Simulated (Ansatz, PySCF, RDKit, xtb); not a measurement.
**Solving BPHF, step by step**

Only the formula BPHF is given. Aim: find the structure of lowest free energy at 298.15 K, then its properties.

Plan: many cheap relaxations first (GFN2-xTB), then density-functional screening, relaxation at PBE0-D4/def2-TZVP, vibrations and a final energy. The numbers are computed, not measured.

6 further runs of the same task are left out: 6 set aside as unsound or not needed.

## (1) Drawing up candidates

A program enumerates the bonding patterns with one Lewis structure each (two rings at most, one unusual centre or charged pair), with their diastereomers. O–O, O–halogen and N–halogen bonds and N–N–N chains are not drawn. That gives 4 candidates.

```csv
label,SMILES,spin
c277,FB=P,singlet
c774,B#[P@@H]F,singlet
c820,B=PF,singlet
c902,B#[P@H]F,singlet
```

Candidates are built by distance geometry, with a force field where one applies, in up to four conformers (letters a to d). 6 starts with atoms placed at random are added, to find patterns that the rules miss.

**Question.** With final energies at CCSD(T)/def2-TZVPP, which structure will this search put lowest in free energy, and by what margin?

| quantity | value |
| --- | --- |
| lowest structure found | FB=P, singlet, Cs |
| next finalist | [F][BH][P] ‡, triplet, 17.9 kcal/mol higher in G |
| share at equilibrium, among the finalists | 100.0 % |
| harmonic wavenumbers, lowest and highest (PBE0-D4/def2-TZVP) | 249 and 2311 cm⁻¹ |
| rotational constants, same geometry | 8.655, 0.1527, 0.15 cm⁻¹ |
| dipole moment (PBE0/def2-TZVPD) | 1.11 D |
| HOMO energy (PBE0/def2-TZVPD) | -6.80 eV |
| LUMO energy (PBE0/def2-TZVPD) | -1.02 eV |
| HOMO–LUMO gap (PBE0/def2-TZVPD) | 5.77 eV |
| lowest excitation (TD-CAM-B3LYP/def2-SVPD) | 3.84 eV (f = 0.000) |
| strongest of the states computed, same level | 7.92 eV (f = 0.116) |
| lowest triplet excitation, same level, Tamm-Dancoff | 3.50 eV |
| vertical ionisation energy | 9.15 eV |
| vertical electron affinity | -0.49 eV (unbound: the value depends on the basis) |
| vertical triplet less singlet | +3.45 eV |

The search ends on `FB=P`. The margin of 17.9 kcal/mol over the next finalist is beyond the usual error of the last level; it says nothing of structures that weren't ranked. r2SCAN-D4/def2-SVP, PBE0-D4/def2-TZVP and MP2/def2-TZVPP already put its bonding pattern lowest among the structures in one piece; HF/def2-TZVPP favours the triplet [F][BH][P] ‡. Lowest found is not proven lowest: the search is finite, and each finalist counts with one conformer.

‡ marks the bonded skeleton alone, with all bonds drawn single: no Lewis structure was assigned that passes a check against the bond lengths.
